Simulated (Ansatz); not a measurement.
in.yaml

```yaml
crystal:
  periodic: [false, false, false]
  atoms:
    - {symbol: Ge, position_ang: [0.000000, 0.000000, 0.000000]}
    - {symbol: O, position_ang: [0.000000, 0.000000, 1.622593]}
basis:
  gaussian: {orbitals: 6-31G}
magnetization: {spin_polarized: true, initial_magnetization: 0}
correlation: {method: ccsdt_q_b, electrons: outside_noble_gas}
accuracy: high
```

```sh
$ ansatz run in.yaml --threads 1 --pin off --events-out ev --progress --plain --max-ram 2176MiB
```

Task: Roughly how long does this take on 1 thread of AMD EPYC 7R43, shared host, and how much host memory?

Result: 26 s wall and 0.2 GiB.

```
578 factors; integrals over basis functions are off by at most 4.6e-9 eV
mean field evaluation 1: about -58494.6971 eV, gradient 3.4e1 eV
mean field evaluation 2: about -58494.7487 eV, gradient 3.5e1 eV
mean field evaluation 4: about -58500.2812 eV, gradient 1.7e0 eV
mean field evaluation 8: about -58500.3249 eV, gradient 1.9e-1 eV
mean field evaluation 16: about -58500.3251 eV, gradient 6.1e-8 eV
mean field evaluation 32: about -58497.7238 eV, gradient 2.1e-4 eV
mean field evaluation 64: about -58500.3210 eV, gradient 1.7e-1 eV
mean field evaluation 96: about -58500.3238 eV, gradient 1.6e-1 eV
mean field evaluation 128: about -58494.4037 eV, gradient 1.6e1 eV
mean field evaluation 160: about -58497.7001 eV, gradient 1.3e0 eV
...
cycle  15  -5.72948227 eV  change   -7.7e-7 eV  update   6.0e-7
cycle  16  -5.72948210 eV  change    1.7e-7 eV  update   3.0e-7
cycle  17  -5.72948187 eV  change    2.3e-7 eV  update   1.1e-7
cycle  18  -5.72948193 eV  change   -6.1e-8 eV  update   7.8e-8
cycle  19  -5.72948178 eV  change    1.5e-7 eV  update   6.1e-8
cycle  20  -5.72948173 eV  change    5.1e-8 eV  update   2.3e-8
cycle  21  -5.72948172 eV  change    6.8e-9 eV  update   1.1e-8
cycle  22  -5.72948172 eV  change   9.8e-10 eV  update   4.9e-9
cycle  23  -5.72948172 eV  change  -2.3e-10 eV  update   1.5e-9
cycle  24  -5.72948172 eV  change   -1.2e-9 eV  update  7.2e-10
perturbative correction -0.01402445 eV, -0.0005153892 hartree
Total energy: -58506.06857763 eV, -2150.0583633903 hartree
```
